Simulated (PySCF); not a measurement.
Isomers of C3H5FS. Level of theory: TDDFT PBE0/def2-SVPD, vertical, gas phase, core orbitals frozen in the response in PySCF 2.14.0, density-fitted response routines. Geometries: GFN2-xTB; one conformer of each isolated species. Triplets are in the Tamm–Dancoff approximation.

A. `C(F)SC=C`
B. `C=C(F)SC`
C. `FC1CSC1`

Lowest singlet levels (six at most, fewer where fewer were computed) with oscillator strengths:

1. 5.05 eV (f 0.000); 5.83 eV (f 0.258); 5.97 eV (f 0.002); 6.47 eV (f 0.002); 6.91 eV (f 0.021); 7.03 eV (f 0.000); T1 3.97 eV
2. 4.77 eV (f 0.000); 5.90 eV (f 0.018); 6.22 eV (f 0.020); 6.66 eV (f 0.032); 7.32 eV (f 0.004); 7.39 eV (f 0.033); T1 4.25 eV
3. 5.66 eV (f 0.058); 5.87 eV (f 0.144); 6.37 eV (f 0.009); 6.70 eV (f 0.030); 7.13 eV (f 0.019); 7.34 eV (f 0.012); T1 3.93 eV

Question: Match each spectrum to its molecule.

Answer: 1 = B, 2 = C, 3 = A.
- A: S1 at 5.66 eV, HOMO→LUMO+1 (51%), HOMO→LUMO (42%); Löwdin shares by element: HOMO sulfur 46%, carbon 46%; LUMO carbon 64% or more, sulfur 13%, hydrogen 6% or more (atoms not listed hold the other 17%); HOMO -6.75 and LUMO -0.20 eV.
- B: S1 at 5.05 eV, HOMO→LUMO (94%); Löwdin shares by element: HOMO carbon 46%, sulfur 44%; LUMO sulfur 49%, carbon 25% or more, fluorine 6% (atoms not listed hold the other 20%); HOMO -6.40 and LUMO 0.11 eV; point group Cs, 2 of its 6 listed states under f = 0.0005.
- C: S1 at 4.77 eV, HOMO→LUMO (98%); Löwdin shares by element: HOMO sulfur 71%, carbon 19% or more; LUMO sulfur 61%, carbon 24% or more; HOMO -6.68 and LUMO -0.16 eV; point group Cs, 1 of its 6 listed states under f = 0.0005.
